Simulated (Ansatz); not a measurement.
Relaxation of CH₅BCl (8 atoms, charge 0, multiplicity 2), to a largest force component of 0.03 eV/Å in at most 50 steps.

All numbers below come from UKS PBE0/6-31G* (Ansatz).

```xyz
8
Properties=species:S:1:pos:R:3
B 0.056 -0.357 -0.511
H 0.028 -0.292 1.881
Cl 1.543 0.293 -1.089
H -0.998 0.189 -0.707
C -0.004 -0.022 2.952
H -0.642 -0.739 3.476
H 1.008 -0.060 3.362
H -0.411 0.987 3.064
```

Q: Where does it end, and by what steps?

A: The forces met the threshold. The force dipped under the threshold on the way, but the program's further checks kept it going. After 14 steps the energy has fallen by 0.018 eV; H2 moved furthest, 0.61 Å.

```csv
step,energy less start (eV),largest force component (eV/Å),accepted
0,0.0000,0.287,yes
1,-0.0057,0.378,yes
2,-0.0120,0.177,yes
3,-0.0109,0.257,no
4,-0.0138,0.025,yes
5,-0.0145,0.017,yes
6,-0.0129,0.235,no
7,-0.0152,0.054,yes
8,-0.0155,0.099,yes
9,-0.0161,0.055,yes
10,-0.0170,0.018,yes
11,-0.0162,0.147,no
12,-0.0177,0.049,yes
13,-0.0179,0.057,yes
14,-0.0182,0.022,yes
```

```xyz
8
Properties=species:S:1:pos:R:3
B 0.048 -0.291 -0.544
H -0.072 -0.857 2.085
Cl 1.553 0.486 -0.863
H -0.992 0.301 -0.527
C -0.005 -0.098 2.872
H -0.628 -0.403 3.717
H 1.034 -0.004 3.196
H -0.356 0.865 2.491
```

Whether the end is a true minimum wasn't checked by a vibrational analysis.

The run took 44 s on 1 thread of Arm Neoverse V1, on a shared host, peak memory 0.14 GiB.
